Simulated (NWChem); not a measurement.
Everything below was run with NWChem. System: F$_{4}$Si, charge 0, spin multiplicity 1, at a geometry optimised with PBE0/def2-SVP. The structure started from a generated list of species. Level: MP2/def2-TZVP, 9 core orbitals frozen.

The NWChem input:

```
start mol
memory heap 200 mb stack 900 mb global 1100 mb
geometry units angstroms nocenter noautoz
  F      0.000000    -1.295074    -0.915783
  Si     0.000000     0.000000     0.000000
  F      0.000000     1.295074    -0.915783
  F      1.295074     0.000000     0.915783
  F     -1.295074     0.000000     0.915783
  symmetry group C2v
end
basis spherical
  * library def2-tzvp
end
scf
  rhf
  nopen 0
  maxiter 100
  thresh 1e-7
  semidirect memsize 60000000 filesize 0
end
mp2
  freeze core 9
end
task mp2 energy
```

NWChem printed:

```
             Northwest Computational Chemistry Package (NWChem) 7.3.0
             --------------------------------------------------------

                                NWChem Input Module
                                -------------------

 Scaling coordinates for geometry "geometry" by  1.889725989
 (inverse scale =  0.529177249)

 Turning off AUTOSYM since
 SYMMETRY directive was detected!

                             Geometry "geometry" -> ""
                             -------------------------

 Output coordinates in angstroms (scale by  1.889725989 to convert to a.u.)

  No.       Tag          Charge          X              Y              Z
 ---- ---------------- ---------- -------------- -------------- --------------
    1 F                    9.0000     0.00000000    -1.29507400    -0.91578300
    2 Si                  14.0000     0.00000000     0.00000000     0.00000000
    3 F                    9.0000     0.00000000     1.29507400    -0.91578300
    4 F                    9.0000     1.29507400     0.00000000     0.91578300
    5 F                    9.0000    -1.29507400     0.00000000     0.91578300

 Effective nuclear repulsion energy (a.u.)     267.4369271580

            Nuclear Dipole moment (a.u.)
            ----------------------------
        X                 Y               Z
 ---------------- ---------------- ----------------
     0.0000000000     0.0000000000     0.0000000000

      Symmetry information
      --------------------

 Group name             C2v
 Group number             16
 Group order               4
 No. of unique centers     3

      Symmetry unique atoms

     1    2    4


 Summary of "ao basis" -> "" (spherical)
 ------------------------------------------------------------------------------
       Tag                 Description            Shells   Functions and Types
 ---------------- ------------------------------  ------  ---------------------
 *                         def2-tzvp                  on all atoms

 Summary of "ao basis" -> "ao basis" (spherical)
 ------------------------------------------------------------------------------
       Tag                 Description            Shells   Functions and Types
 ---------------- ------------------------------  ------  ---------------------
 F                         def2-tzvp                11       31   5s3p2d1f
 Si                        def2-tzvp                13       37   5s5p2d1f

                                 NWChem SCF Module
                                 -----------------

  ao basis        = "ao basis"
  functions       =   161
  atoms           =     5
  closed shells   =    25
  open shells     =     0
  charge          =   0.00
  wavefunction    = RHF
  use symmetry    = T
  symmetry adapt  = T

 Summary of "ao basis" -> "ao basis" (spherical)
 ------------------------------------------------------------------------------
       Tag                 Description            Shells   Functions and Types
 ---------------- ------------------------------  ------  ---------------------
 F                         def2-tzvp                11       31   5s3p2d1f
 Si                        def2-tzvp                13       37   5s5p2d1f

      Symmetry analysis of basis
      --------------------------

        a1         58
        a2         23
        b1         40
        b2         40

 Forming initial guess at       0.1s

      Superposition of Atomic Density Guess
      -------------------------------------

 Sum of atomic energies:        -686.50772398

      Non-variational initial energy
      ------------------------------

 Total energy =    -687.277378
 1-e energy   =   -1489.785330
 2-e energy   =     535.071025
 HOMO         =      -0.658400
 LUMO         =       0.018810

      Symmetry analysis of molecular orbitals - initial
      -------------------------------------------------

 !! scf_movecs_sym_adapt:   80 vectors were symmetry contaminated

  Symmetry fudging

 !! scf_movecs_sym_adapt:   80 vectors were symmetry contaminated

  Numbering of irreducible representations:

     1 a1          2 a2          3 b1          4 b2

  Orbital symmetries:

     1 a1          2 a1          3 a1          4 b2          5 b1
     6 a1          7 a1          8 b1          9 b2         10 a1
    11 a1         12 b2         13 b1         14 a1         15 a1
    16 b1         17 b2         18 a1         19 a2         20 a1
    21 b2         22 b1         23 a2         24 b1         25 b2
    26 a1         27 b2         28 b1         29 a1         30 a1
    31 b1         32 b2         33 a1         34 b1         35 b2

 Starting SCF solution at       1.9s

 ----------------------------------------------
         Quadratically convergent ROHF

 Convergence threshold     :          1.000E-07
 Maximum no. of iterations :          100
 Final Fock-matrix accuracy:          1.000E-09
 ----------------------------------------------

              iter       energy          gnorm     gmax       time
             ----- ------------------- --------- --------- --------
                 1     -687.0833983203  1.45D+00  2.59D-01      2.0
                 2     -687.1693155031  2.98D-01  1.09D-01      2.3
                 3     -687.1743813931  7.27D-02  1.75D-02      2.5
                 4     -687.1746406849  5.12D-03  1.50D-03      2.9
                 5     -687.1746423683  1.55D-05  4.05D-06      3.7
                 6     -687.1746423683  4.00D-09  5.68D-10      4.5

       Final RHF  results
       ------------------

         Total SCF energy =   -687.174642368276
      One-electron energy =  -1490.992944690915
      Two-electron energy =    536.381375164618
 Nuclear repulsion energy =    267.436927158021

        Time for solution =      2.6s

       Symmetry analysis of molecular orbitals - final
       -----------------------------------------------

  Numbering of irreducible representations:

     1 a1          2 a2          3 b1          4 b2

  Orbital symmetries:

     1 a1          2 b2          3 b1          4 a1          5 a1
     6 a1          7 b2          8 b1          9 a1         10 a1
    11 a1         12 b1         13 b2         14 a1         15 a1
    16 b1         17 b2         18 a1         19 a2         20 a1
    21 b1         22 b2         23 a2         24 b1         25 b2
    26 a1         27 b2         28 b1         29 a1         30 b2
    31 b1         32 a1         33 a1         34 b2         35 b1

             Final eigenvalues
             -----------------

              1
    1  -68.9462
    2  -26.3409
    3  -26.3409
    4  -26.3409
    5  -26.3409
    6   -6.2769
    7   -4.3867
    8   -4.3867
    9   -4.3867
   10   -1.6659
   11   -1.6319
   12   -1.6319
   13   -1.6319
   14   -0.8565
   15   -0.7774
   16   -0.7774
   17   -0.7774
   18   -0.7262
   19   -0.7262
   20   -0.7100
   21   -0.7100
   22   -0.7100
   23   -0.6786
   24   -0.6786
   25   -0.6786
   26    0.1396
   27    0.1829
   28    0.1829
   29    0.1829
   30    0.3560
   31    0.3560
   32    0.3560
   33    0.3963
   34    0.5167
   35    0.5167

                       ROHF Final Molecular Orbital Analysis
                       -------------------------------------

 Vector   23  Occ=2.000000D+00  E=-6.786340D-01  Symmetry=a2
              MO Center= -6.0D-12,  4.8D-12, -3.4D-13, r^2= 2.9D+00
   Bfn.  Coefficient  Atom+Function         Bfn.  Coefficient  Atom+Function
  ----- ------------  ---------------      ----- ------------  ---------------
     6      0.249991  1 F  px                74     -0.249991  3 F  px
   106      0.249991  4 F  py               137     -0.249991  5 F  py
     9      0.220444  1 F  px                77     -0.220444  3 F  px
   109      0.220444  4 F  py               140     -0.220444  5 F  py

 Vector   24  Occ=2.000000D+00  E=-6.786334D-01  Symmetry=b1
              MO Center=  2.2D-14, -4.8D-12,  4.5D-01, r^2= 2.7D+00
   Bfn.  Coefficient  Atom+Function         Bfn.  Coefficient  Atom+Function
  ----- ------------  ---------------      ----- ------------  ---------------
   107      0.249988  4 F  pz               138     -0.249988  5 F  pz
   110      0.220442  4 F  pz               141     -0.220442  5 F  pz
     6      0.176762  1 F  px                74      0.176762  3 F  px
   105     -0.176783  4 F  px               136     -0.176783  5 F  px
     9      0.155870  1 F  px                77      0.155870  3 F  px

 Vector   25  Occ=2.000000D+00  E=-6.786334D-01  Symmetry=b2
              MO Center=  6.0D-12,  5.8D-15, -4.5D-01, r^2= 2.7D+00
   Bfn.  Coefficient  Atom+Function         Bfn.  Coefficient  Atom+Function
  ----- ------------  ---------------      ----- ------------  ---------------
     8      0.249988  1 F  pz                76     -0.249988  3 F  pz
    11      0.220442  1 F  pz                79     -0.220442  3 F  pz
     7     -0.176783  1 F  py                75     -0.176783  3 F  py
   106      0.176762  4 F  py               137      0.176762  5 F  py
    10     -0.155889  1 F  py                78     -0.155889  3 F  py

 Vector   26  Occ=0.000000D+00  E= 1.396254D-01  Symmetry=a1
              MO Center=  2.1D-16, -1.9D-16, -8.5D-13, r^2= 4.6D+00
   Bfn.  Coefficient  Atom+Function         Bfn.  Coefficient  Atom+Function
  ----- ------------  ---------------      ----- ------------  ---------------
    36      2.554529  2 Si s                  5     -0.710290  1 F  s
    73     -0.710290  3 F  s                104     -0.710290  4 F  s
   135     -0.710290  5 F  s                 13     -0.242620  1 F  py
    81      0.242620  3 F  py               111      0.242620  4 F  px
   142     -0.242620  5 F  px                34     -0.191985  2 Si s

 Vector   27  Occ=0.000000D+00  E= 1.828574D-01  Symmetry=b2
              MO Center=  8.3D-18, -5.9D-14,  2.4D-01, r^2= 6.6D+00
   Bfn.  Coefficient  Atom+Function         Bfn.  Coefficient  Atom+Function
  ----- ------------  ---------------      ----- ------------  ---------------
    50      1.642942  2 Si py                 5      0.752315  1 F  s
    73     -0.752315  3 F  s                112     -0.212171  4 F  py
   143     -0.212171  5 F  py                14      0.151832  1 F  pz
    82     -0.151832  3 F  pz

 Vector   28  Occ=0.000000D+00  E= 1.828574D-01  Symmetry=b1
              MO Center= -3.6D-14,  6.9D-17, -2.4D-01, r^2= 6.6D+00
   Bfn.  Coefficient  Atom+Function         Bfn.  Coefficient  Atom+Function
  ----- ------------  ---------------      ----- ------------  ---------------
    49      1.642942  2 Si px               104     -0.752315  4 F  s
   135      0.752315  5 F  s                 12     -0.212171  1 F  px
    80     -0.212171  3 F  px               113      0.151832  4 F  pz
   144     -0.151832  5 F  pz

 center of mass
 --------------
 x =   0.00000000 y =   0.00000000 z =   0.00000000

 moments of inertia (a.u.)
 ------------------
         455.173374544938           0.000000000000           0.000000000000
           0.000000000000         455.173374544938           0.000000000000
           0.000000000000           0.000000000000         455.159759413774

  Mulliken analysis of the total density
  --------------------------------------

    Atom       Charge   Shell Charges
 -----------   ------   -------------------------------------------------------
    1 F    9     9.36   0.77  1.20  0.59  1.01  0.33  2.24  2.31  0.89  0.00  0.01  0.00
    2 Si  14    12.55   2.00  0.58  1.40  0.59  0.03  4.12  1.73  0.54  0.58  0.04  0.43  0.28  0.23
    3 F    9     9.36   0.77  1.20  0.59  1.01  0.33  2.24  2.31  0.89  0.00  0.01  0.00
    4 F    9     9.36   0.77  1.20  0.59  1.01  0.33  2.24  2.31  0.89  0.00  0.01  0.00
    5 F    9     9.36   0.77  1.20  0.59  1.01  0.33  2.24  2.31  0.89  0.00  0.01  0.00

       Multipole analysis of the density wrt the origin
       ------------------------------------------------

     L   x y z        total         open         nuclear
     -   - - -        -----         ----         -------
     0   0 0 0     -0.000000      0.000000     50.000000

     1   1 0 0     -0.000000      0.000000      0.000000
     1   0 1 0      0.000000      0.000000      0.000000
     1   0 0 1     -0.000000      0.000000      0.000000

     2   2 0 0    -24.334511      0.000000    107.810074
     2   1 1 0     -0.000000      0.000000      0.000000
     2   1 0 1     -0.000000      0.000000      0.000000
     2   0 2 0    -24.334511      0.000000    107.810074
     2   0 1 1     -0.000000      0.000000      0.000000
     2   0 0 2    -24.334768      0.000000    107.816524

                   NWChem MP2 Semi-direct Energy/Gradient Module
                   ---------------------------------------------

  Basis functions       =    161
  Molecular orbitals    =    161
  Frozen core           =      9
  Frozen virtuals       =      0
  Active alpha occupied =     16
  Active beta occupied  =     16
  Active alpha virtual  =    136
  Active beta virtual   =    136
  Use MO symmetry       = T
  Use skeleton AO sym   = T

  AO/Fock/Back tols     =   1.0D-09  1.0D-09  1.0D-09

 GA uses MA = F    GA memory limited = T

 Available:
  local mem=  1.26D+08
 global mem=  1.44D+08
 local disk=  0.00D+00
  mp2_memr nvloc                   136
  nvloc new                   136
   1 passes of  16:        5242880                     161635                  90859706.
   1 passes of  16: M    126148515           G      144127358           F     120905635.

 Semi-direct pass number   1 of   1  for RHF alpha+beta  at        4.6s
  vrange nnbf                 12275
  mp2_eaftype                   346  avail_ma_in_mb                  1099
 EAF : mp2_eaftype filesize         346   45429853.
  mp2_eaf for mointskh                    346
Node 0 wrote    213.7 Mb in      0.1 s     Agg I/O rate:  2724.4 Mb/s
 Done moints_semi at       15.0s
  mp2_eaftype                   346  avail_ma_in_mb                   753
 EAF : mp2_eaftype filesize         346   45429853.
  mp2_eaf for kh                   346
 Done maket at       15.8s
 Done multipass loop at       15.8s

          -------------------------------------------
          SCF energy                -687.174642368276
          Correlation energy          -1.104712829365
          Singlet pairs               -0.665353404751
          Triplet pairs               -0.439359424614
          Total MP2 energy          -688.279355197641
          -------------------------------------------

          ---------------------------------------------------
                    Spin Component Scaled (SCS) MP2
          Same spin pairs                     -0.292906283076
          Same spin scaling factor             0.333333333333
          Opposite spin pairs                 -0.811806546289
          Opposite spin scaling fact.          1.200000000000
          SCS-MP2 correlation energy          -1.071803283239
          Total SCS-MP2 energy              -688.246445651515
          ---------------------------------------------------

 -----------------------
 Performance information
 -----------------------

 Timer overhead =  1.53D-07 seconds/call

               Nr. of calls         CPU time (s)                 Wall time (s)                GFlops
             ---------------    -------------------     ------------------------------   -------------------
Name         Min   Avg   Max    Min     Avg     Max     Min     Avg     Max   Mx/calls   Min     Max     Sum
mp2: moin     1     1     1    10.     10.     10.      10.     10.     10.     10.      0.0     0.0     0.0
mp2: make     1     1     1   0.78    0.78    0.78     0.78    0.78    0.78    0.78      0.0     0.0     0.0
mp2: tota     1     1     1    11.     11.     11.      11.     11.     11.     11.      0.0     0.0     0.0

 The average no. of pstat calls per process was 3.00D+00
 with a timing overhead of 4.59D-07s

 Task  times  cpu:       15.8s     wall:       15.8s

 Total times  cpu:       15.8s     wall:       15.8s
```
